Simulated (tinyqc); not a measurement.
CCSD on RHF in the sto-3g basis, for LiH, spin multiplicity 1, step by step. Computed by tinyqc, a small Python program that keeps every step (integrals from PySCF). Settings: charge = 0, multiplicity = 1, basis = sto-3g, method = RHF, energy threshold = 1e-10, iteration cap = 59, orthogonalisation = symmetric, start = core, DIIS depth = 6, amplitude equations = CCSD, DIIS depth for amplitudes = 0, cap on updates = 84. Command: `OMP_NUM_THREADS=1 python tinyqc.py 21395 21396 out.jsonl` (the two numbers bound the seeds that draw the settings). One thread of a shared host (Intel(R) Xeon(R) Processor @ 2.60GHz), about 0.4 s of CPU time with the checks. The early iterations of the SCF are left out here.

## One-electron integrals

Geometry (angstrom):
```
atom       x       y       z
Li    0.0000  0.0000  0.0000
H     0.0000  0.0000  1.9760
```

Basis sto-3g: exponents (1/bohr^2) and contraction coefficients of normalised primitives:
```
element  l (shell)  exponent  coefficient
Li           s (1)   16.1196       0.1543
Li           s (1)    2.9362       0.5353
Li           s (1)    0.7947       0.4446
Li           s (2)    0.6363      -0.1000
Li           s (2)    0.1479       0.3995
Li           s (2)    0.0481       0.7001
Li           p (3)    0.6363       0.1559
Li           p (3)    0.1479       0.6077
Li           p (3)    0.0481       0.3920
H            s (1)    3.4253       0.1543
H            s (1)    0.6239       0.5353
H            s (1)    0.1689       0.4446
```

Overlap, kinetic and nuclear-attraction integrals over the contracted functions; the nuclear repulsion is the sum of Za Zb / Rab.

nuclear repulsion = 0.803407 hartree

overlap S:
```
         1Li 1s  1Li 2s  1Li 2px  1Li 2py  1Li 2pz   2H 1s
1Li 1s   1.0000  0.2411   0.0000   0.0000   0.0000  0.0292
1Li 2s   0.2411  1.0000   0.0000   0.0000   0.0000  0.3042
1Li 2px  0.0000  0.0000   1.0000   0.0000   0.0000  0.0000
1Li 2py  0.0000  0.0000   0.0000   1.0000   0.0000  0.0000
1Li 2pz  0.0000  0.0000   0.0000   0.0000   1.0000  0.4278
2H 1s    0.0292  0.3042   0.0000   0.0000   0.4278  1.0000
```

kinetic energy T (hartree):
```
          1Li 1s   1Li 2s  1Li 2px  1Li 2py  1Li 2pz    2H 1s
1Li 1s    3.5768  -0.0202   0.0000   0.0000   0.0000  -0.0095
1Li 2s   -0.0202   0.1022   0.0000   0.0000   0.0000   0.0206
1Li 2px   0.0000   0.0000   0.3197   0.0000   0.0000   0.0000
1Li 2py   0.0000   0.0000   0.0000   0.3197   0.0000   0.0000
1Li 2pz   0.0000   0.0000   0.0000   0.0000   0.3197   0.0757
2H 1s    -0.0095   0.0206   0.0000   0.0000   0.0757   0.7600
```

nuclear attraction V (hartree):
```
          1Li 1s   1Li 2s  1Li 2px  1Li 2py  1Li 2pz    2H 1s
1Li 1s   -8.2507  -1.0289   0.0000   0.0000  -0.0106  -0.1213
1Li 2s   -1.0289  -1.4589   0.0000   0.0000  -0.1004  -0.5065
1Li 2px   0.0000   0.0000  -1.4232   0.0000   0.0000   0.0000
1Li 2py   0.0000   0.0000   0.0000  -1.4232   0.0000   0.0000
1Li 2pz  -0.0106  -0.1004   0.0000   0.0000  -1.5016  -0.7205
2H 1s    -0.1213  -0.5065   0.0000   0.0000  -0.7205  -2.0297
```

core Hamiltonian H = T + V (hartree):
```
          1Li 1s   1Li 2s  1Li 2px  1Li 2py  1Li 2pz    2H 1s
1Li 1s   -4.6739  -1.0492   0.0000   0.0000  -0.0106  -0.1308
1Li 2s   -1.0492  -1.3567   0.0000   0.0000  -0.1004  -0.4859
1Li 2px   0.0000   0.0000  -1.1035   0.0000   0.0000   0.0000
1Li 2py   0.0000   0.0000   0.0000  -1.1035   0.0000   0.0000
1Li 2pz  -0.0106  -0.1004   0.0000   0.0000  -1.1819  -0.6447
2H 1s    -0.1308  -0.4859   0.0000   0.0000  -0.6447  -1.2696
```

## Two-electron integrals

Functions are numbered as in S; the eight-fold symmetry (ij|kl) = (ji|kl) = (kl|ij) leaves the list below.

Two-electron integrals (ij|kl) in chemists' order, unique and non-zero (hartree):
```
(11|11) 1.6804   (21|11) 0.2654   (21|21) 0.0499   (22|11) 0.3977
(22|21) 0.0929   (22|22) 0.2906   (31|31) 0.0090   (32|31) 0.0138
(32|32) 0.0642   (33|11) 0.3966   (33|21) 0.0929   (33|22) 0.2905
(33|33) 0.3129   (41|41) 0.0090   (42|41) 0.0138   (42|42) 0.0642
(43|43) 0.0169   (44|11) 0.3966   (44|21) 0.0929   (44|22) 0.2905
(44|33) 0.2792   (44|44) 0.3129   (51|51) 0.0090   (52|51) 0.0138
(52|52) 0.0642   (53|53) 0.0169   (54|54) 0.0169   (55|11) 0.3966
(55|21) 0.0929   (55|22) 0.2905   (55|33) 0.2792   (55|44) 0.2792
(55|55) 0.3129   (61|11) 0.0309   (61|21) 0.0059   (61|22) 0.0112
(61|33) 0.0110   (61|44) 0.0110   (61|51) 0.0007   (61|52) 0.0014
(61|55) 0.0114   (61|61) 0.0008   (62|11) 0.0996   (62|21) 0.0237
(62|22) 0.0819   (62|33) 0.0773   (62|44) 0.0773   (62|51) 0.0037
(62|52) 0.0254   (62|55) 0.0910   (62|61) 0.0034   (62|62) 0.0426
(63|31) 0.0016   (63|32) 0.0081   (63|53) 0.0036   (63|63) 0.0025
(64|41) 0.0016   (64|42) 0.0081   (64|54) 0.0036   (64|64) 0.0025
(65|11) 0.1318   (65|21) 0.0316   (65|22) 0.1127   (65|33) 0.1049
(65|44) 0.1049   (65|51) 0.0057   (65|52) 0.0391   (65|55) 0.1281
(65|61) 0.0046   (65|62) 0.0634   (65|65) 0.0951   (66|11) 0.2676
(66|21) 0.0645   (66|22) 0.2467   (66|33) 0.2253   (66|44) 0.2253
(66|51) 0.0104   (66|52) 0.0914   (66|55) 0.2893   (66|61) 0.0093
(66|62) 0.1658   (66|65) 0.2543   (66|66) 0.7746
```

## Orthogonalisation

S = U s U^T; symmetric (Loewdin) form X = U s^(-1/2) U^T, so that X^T S X = 1.

eigenvalues of S: 0.4616  0.8029  1.0000  1.0000  1.1808  1.5547

X:
```
          1Li 1s   1Li 2s  1Li 2px  1Li 2py  1Li 2pz    2H 1s
1Li 1s    1.0234  -0.1303   0.0000   0.0000  -0.0070   0.0178
1Li 2s   -0.1303   1.0689   0.0000   0.0000   0.0632  -0.1900
1Li 2px   0.0000   0.0000   1.0000   0.0000   0.0000   0.0000
1Li 2py   0.0000   0.0000   0.0000   1.0000   0.0000   0.0000
1Li 2pz  -0.0070   0.0632   0.0000   0.0000   1.0867  -0.2616
2H 1s     0.0178  -0.1900   0.0000   0.0000  -0.2616   1.1312
```

## Iteration 7 (converged): orbitals

converged F (hartree):
```
          1Li 1s   1Li 2s  1Li 2px  1Li 2py  1Li 2pz    2H 1s
1Li 1s   -2.3579  -0.6416   0.0000   0.0000   0.0145  -0.0805
1Li 2s   -0.6416  -0.2139   0.0000   0.0000  -0.0758  -0.2176
1Li 2px   0.0000   0.0000   0.1623   0.0000   0.0000   0.0000
1Li 2py   0.0000   0.0000   0.0000   0.1623   0.0000   0.0000
1Li 2pz   0.0145  -0.0758   0.0000   0.0000   0.0390  -0.2077
2H 1s    -0.0805  -0.2176   0.0000   0.0000  -0.2077  -0.0959
```

Diagonalise F' = X^T F X, C = X C', fill 2 alpha and 2 beta electrons from the bottom; D = 2 C_occ C_occ^T. Each column has its largest component positive (the first on a tie).

F' = X^T F X (hartree):
```
         1        2       3       4        5        6
1  -2.3044  -0.3602  0.0000  0.0000   0.0132   0.0118
2  -0.3602  -0.0301  0.0000  0.0000   0.0079  -0.2206
3   0.0000   0.0000  0.1623  0.0000   0.0000   0.0000
4   0.0000   0.0000  0.0000  0.1623   0.0000   0.0000
5   0.0132   0.0079  0.0000  0.0000   0.1535  -0.2591
6   0.0118  -0.2206  0.0000  0.0000  -0.2591   0.0814
```

orbital energies (hartree): MO1 -2.3604, MO2 -0.2522, MO3 0.0736, MO4 0.1623, MO5 0.1623, MO6 0.4393

coefficients C:
```
             MO1      MO2      MO3     MO4      MO5      MO6
1Li 1s    0.9914  -0.1518  -0.2139  0.0000   0.0000   0.1141
1Li 2s    0.0334   0.4858   0.7983  0.0000   0.0000  -0.5702
1Li 2px   0.0000   0.0000   0.0000  0.8320  -0.5547   0.0000
1Li 2py   0.0000   0.0000   0.0000  0.5547   0.8320   0.0000
1Li 2pz  -0.0047   0.3324  -0.6000  0.0000   0.0000  -0.8848
2H 1s    -0.0007   0.5790  -0.1792  0.0000   0.0000   1.0084
```

D after iteration 7:
```
          1Li 1s   1Li 2s  1Li 2px  1Li 2py  1Li 2pz    2H 1s
1Li 1s    2.0120  -0.0813   0.0000   0.0000  -0.1103  -0.1771
1Li 2s   -0.0813   0.4743   0.0000   0.0000   0.3227   0.5626
1Li 2px   0.0000   0.0000   0.0000   0.0000   0.0000   0.0000
1Li 2py   0.0000   0.0000   0.0000   0.0000   0.0000   0.0000
1Li 2pz  -0.1103   0.3227   0.0000   0.0000   0.2211   0.3850
2H 1s    -0.1771   0.5626   0.0000   0.0000   0.3850   0.6705
```

Within a degenerate level the vectors are fixed only up to a rotation; this is one choice.

## Convergence

Stop when the energy changes by less than 1e-10 hartree and every element of the error matrix X^T (F D S - S D F) X is below 3e-06.

Course of the cycle:
```
iteration  E (hartree)     change  largest element of the error matrix
1            -7.817602          -                             1.84e-01
2            -7.832324  -1.47e-02                             2.21e-02
3            -7.833226  -9.03e-04                             5.79e-03
4            -7.833434  -2.08e-04                             1.70e-03
5            -7.833452  -1.82e-05                             3.83e-05
6            -7.833452  -1.67e-09                             4.09e-06
7            -7.833452  -2.30e-11                             1.38e-06
```

PySCF RHF in the same basis = -7.833452 hartree

Converged in 7 iterations.

## Integrals over molecular orbitals

(pq|rs) = sum C_ip C_jq C_kr C_ls (ij|kl), one index at a time.

one-electron integrals over orbitals h = C^T H C (hartree):
```
         1        2        3        4        5        6
1  -4.6649   0.0970   0.1631   0.0000   0.0000  -0.0507
2   0.0970  -1.3594   0.0208   0.0000   0.0000   0.0223
3   0.1631   0.0208  -1.1026   0.0000   0.0000   0.0233
4   0.0000   0.0000   0.0000  -1.1035   0.0000   0.0000
5   0.0000   0.0000   0.0000   0.0000  -1.1035   0.0000
6  -0.0507   0.0223   0.0233   0.0000   0.0000  -1.0018
```

Two-electron integrals over orbitals (pq|rs), unique and non-zero (hartree):
```
(11|11) 1.6591      (21|11) -0.1005     (21|21) 0.0106      (22|11) 0.3280
(22|21) 0.0035      (22|22) 0.4619      (31|11) -0.1410     (31|21) 0.0106
(31|22) -0.0124     (31|31) 0.0220      (32|11) 0.0228      (32|21) -0.0027
(32|22) -0.0558     (32|31) -7.83e-05   (32|32) 0.0182      (33|11) 0.3930
(33|21) -0.0093     (33|22) 0.2152      (33|31) 0.0012      (33|32) 0.0124
(33|33) 0.3321      (41|41) 0.0098      (42|41) 0.0073      (42|42) 0.0217
(43|41) 0.0103      (43|42) 0.0199      (43|43) 0.0413      (44|11) 0.3963
(44|21) -0.0037     (44|22) 0.2523      (44|31) -0.0050     (44|32) 0.0108
(44|33) 0.2806      (44|44) 0.3129      (51|51) 0.0098      (52|51) 0.0073
(52|52) 0.0217      (53|51) 0.0103      (53|52) 0.0199      (53|53) 0.0413
(54|54) 0.0169      (55|11) 0.3963      (55|21) -0.0037     (55|22) 0.2523
(55|31) -0.0050     (55|32) 0.0108      (55|33) 0.2806      (55|44) 0.2792
(55|55) 0.3129      (61|11) 0.0681      (61|21) -0.0094     (61|22) -0.0076
(61|31) -0.0043     (61|32) 0.0026      (61|33) 0.0117      (61|44) 0.0014
(61|55) 0.0014      (61|61) 0.0107      (62|11) -0.0719     (62|21) 0.0022
(62|22) 0.1121      (62|31) 0.0035      (62|32) -0.0407     (62|33) -0.0183
(62|44) -0.0319     (62|55) -0.0319     (62|61) 0.0005      (62|62) 0.1287
(63|11) 0.0209      (63|21) -0.0025     (63|22) -0.0551     (63|31) 0.0041
(63|32) 0.0144      (63|33) 0.0363      (63|44) 0.0060      (63|55) 0.0060
(63|61) 0.0044      (63|62) -0.0366     (63|63) 0.0289      (64|41) -0.0060
(64|42) -0.0189     (64|43) -0.0126     (64|64) 0.0196      (65|51) -0.0060
(65|52) -0.0189     (65|53) -0.0126     (65|65) 0.0196      (66|11) 0.3563
(66|21) 0.0012      (66|22) 0.4339      (66|31) -0.0110     (66|32) -0.0476
(66|33) 0.2391      (66|44) 0.2616      (66|55) 0.2616      (66|61) -0.0048
(66|62) 0.1091      (66|63) -0.0458     (66|66) 0.4319
```

## CCSD: starting amplitudes

t_ij^ab = <ij||ab> / (e_i + e_j - e_a - e_b), whose energy is MP2.

Starting amplitudes (spin orbitals 1a, 1b, ...; amplitudes related by a flip of all spins are not repeated):
```
from      to          t
2a 2b  6a 6b    -0.0931
2a 2b  3a 6b     0.0400
2a 2b  3a 3b    -0.0279
2a 2b  4a 4b    -0.0262
2a 2b  5a 5b    -0.0262
1a 1b  3a 3b    -0.0045
1a 2b  5a 5b    -0.0025
1a 2b  4a 4b    -0.0025
1a 1b  5a 5b    -0.0019
1a 1b  4a 4b    -0.0019
1a 1b  6a 6b    -0.0019
1a 2b  3a 6b    -0.0011
1a 1b  3a 6b     0.0008
1a 2b  3b 6a     0.0008
1a 2a  3a 6a  -2.86e-04
1a 2b  6a 6b  -1.45e-04
1a 2b  3a 3b   2.84e-05
```

correlation energy = -0.017132 hartree

## CCSD: amplitude update 1

t_i^a D_i^a and t_ij^ab D_ij^ab are set to the remaining terms of the spin-orbital equations, evaluated with the old amplitudes; for the doubles these are <ij||ab> + 1/2 <ab||ef> t_ij^ef + 1/2 <mn||ij> t_mn^ab + P(ij)P(ab) <mb||ej> t_im^ae + terms in t^2 + terms with t1, D the orbital-energy denominators.

Amplitudes after update 1 (spin orbitals 1a, 1b, ...; amplitudes related by a flip of all spins are not repeated):
```
from      to          t
2a 2b  6a 6b    -0.1313
2a 2b  3a 6b     0.0603
2a 2b  3a 3b    -0.0339
2a 2b  4a 4b    -0.0262
2a 2b  5a 5b    -0.0262
2a        3a     0.0128
1a 1b  3a 3b    -0.0040
1a 2b  5a 5b    -0.0029
1a 2b  4a 4b    -0.0029
1a 1b  4a 4b    -0.0018
1a 1b  5a 5b    -0.0018
1a 1b  6a 6b    -0.0014
1a 2b  3a 6b    -0.0013
1a 2b  3b 6a     0.0010
1a 1b  3a 6b     0.0006
1a        3a   4.42e-04
2a        6a   4.02e-04
1a        6a  -2.62e-04
1a 2b  6a 6b  -2.60e-04
1a 2a  3a 6a  -2.10e-04
1a 2b  3a 3b   1.04e-04
```

correlation energy = -0.023805 hartree

## CCSD: convergence

E_corr = 1/4 sum <ij||ab> t_ij^ab + 1/2 sum <ij||ab> t_i^a t_j^b; stop when the norm of the change is below 1e-8.

Course of the amplitude iterations:
```
update  correlation energy (hartree)  norm of the change
0                          -0.017132                   -
1                          -0.023805            9.81e-02
2                          -0.026674            4.77e-02
3                          -0.027944            2.66e-02
4                          -0.028547            1.72e-02
5                          -0.028857            1.21e-02
6                          -0.029031            8.89e-03
7                          -0.029138            6.61e-03
8                          -0.029208            4.94e-03
9                          -0.029257            3.70e-03
10                         -0.029292            2.77e-03
11                         -0.029317            2.08e-03
12                         -0.029336            1.56e-03
13                         -0.029350            1.17e-03
...                              ...                 ...
41                         -0.029392            3.59e-07
42                         -0.029392            2.69e-07
43                         -0.029392            2.02e-07
44                         -0.029392            1.51e-07
45                         -0.029392            1.13e-07
46                         -0.029392            8.47e-08
47                         -0.029392            6.35e-08
48                         -0.029392            4.76e-08
49                         -0.029392            3.56e-08
50                         -0.029392            2.67e-08
51                         -0.029392            2.00e-08
52                         -0.029392            1.50e-08
53                         -0.029392            1.12e-08
54                         -0.029392            8.40e-09
```

Converged amplitudes (spin orbitals 1a, 1b, ...; amplitudes related by a flip of all spins are not repeated):
```
from      to          t
2a 2b  6a 6b    -0.1523
2a 2b  3a 6b     0.0910
2a 2b  3a 3b    -0.0638
2a        3a     0.0584
2a 2b  4a 4b    -0.0232
2a 2b  5a 5b    -0.0232
2a        6a     0.0068
1a 1b  3a 3b    -0.0037
1a 2b  5a 5b    -0.0032
1a 2b  4a 4b    -0.0032
1a 1b  5a 5b    -0.0018
1a 1b  4a 4b    -0.0018
1a 2b  3b 6a     0.0018
1a 2b  3a 6b    -0.0015
1a 1b  6a 6b    -0.0015
1a        6a    -0.0006
1a 2b  6a 6b  -4.35e-04
1a 1b  3a 6b   4.18e-04
1a 2a  3a 6a   2.91e-04
1a        3a   2.61e-04
1a 2b  3a 3b  -8.40e-05
```

CCSD total energy = -7.862844 hartree

T1 diagnostic, norm of the one-spin t1 over sqrt(correlated electrons) = 0.0294

Converged in 54 updates.
